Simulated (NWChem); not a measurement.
Species: formamide (CH$_{3}$NO); SMILES NC=O

```xyz
6

N     -0.1838     1.0729     0.0000
C      0.3844    -0.1567     0.0000
O     -0.2170    -1.2023     0.0000
H     -1.1937     1.1499     0.0000
H      0.3750     1.9139     0.0000
H      1.5020    -0.1003     0.0000
```
Atoms are numbered in this order, from 1.

Results from NWChem. Pople sets run with spherical d functions. Geometry: optimised at PBE0/def2-SVP. Core excitations by TDA in a window of 1s orbitals, non-relativistic and unshifted: absolute energies depend strongly on the exact-exchange share.

Task: Order these runs by computing time, cheapest first, and give rough ratios: N K edge, PBE/cc-pVTZ; C K edge, BHandHLYP/cc-pVTZ; C K edge, PBE/6-311G**.

Result: C K edge, PBE/6-311G** (1), N K edge, PBE/cc-pVTZ (4), C K edge, BHandHLYP/cc-pVTZ (10). Ratios are rough, from one shared machine; the cheapest took around 11 core-seconds (rough). What differs between the cheapest and the dearest: first 1s excitation (eV) 271.4 → 284.9; dipole oscillator strength of the first 0.0459 → 0.0805; first state with f > 0.002 (eV) 271.4 → 284.9; dipole oscillator strength of that state 0.0459 → 0.0805.
